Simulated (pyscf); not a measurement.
PySCF, gas phase, ωB97X-D3(BJ)/def2-SVP geometries.

Q: Estimate the classical barrier height and the reaction energy of HO–PH–PH₂ (SMILES OPP) + H₂ (SMILES [H][H]) -> H₂P–PH₂ (SMILES PP) + H₂O (SMILES O) at ωB97M-D3(BJ)/def2-TZVP. The step runs on the singlet surface, breaks O–P, H–H and forms H–P, H–O; take the separated reactants as zero.

A: ΔE‡ = 58.4 kcal/mol, ΔE = -5.1 kcal/mol. Zero-point energy shifts the barrier by +2.1 kcal/mol. It is a four-centre exchange, with an imaginary mode of 1246i cm⁻¹. This is the saddle that the search found; another between the same sides may lie lower.
